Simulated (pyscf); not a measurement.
Single points on ωB97X-D3(BJ)/def2-SVP structures (PySCF, gas phase).

### Question
Estimate by transition-state theory (the high-pressure limit) the rate constant of `[NH]=[Si]([NH2])[NH2]` + `[H][H]` → `[NH2][SiH]([NH2])[NH2]` (singlet surface; H–H broken, H–N, H–Si formed) at 298 K, with ωB97M-D3(BJ)/def2-TZVP energies (ideal gas, 1 atm, RRHO with modes under 100 cm⁻¹ raised to 100, one conformer, R ln 2 for chiral ones without a mode under 150 cm⁻¹; no tunnelling).

### Answer
The electronic barrier is 17.8 kcal/mol and the thermal terms add +9.8, so ΔG‡ = 27.7 kcal/mol. With k_BT/h = 6.21e+12 s⁻¹ and RT = 0.592 kcal/mol, and a volume of 4.06e-20 cm³ per molecule at 1 atm, k = 1.3e-27 cm³ molecule⁻¹ s⁻¹. The product is born with the 69 kcal/mol of the reverse barrier and needs collisions to keep. Wigner's tunnelling factor for 1115i cm⁻¹ would be 2.21, likely too low at so high a frequency. A shift of 1 kcal/mol in the barrier changes k by a factor 5.4. At the saddle there is also a short H–Si contact that neither side keeps. One saddle was located; it need not be the lowest between these sides.
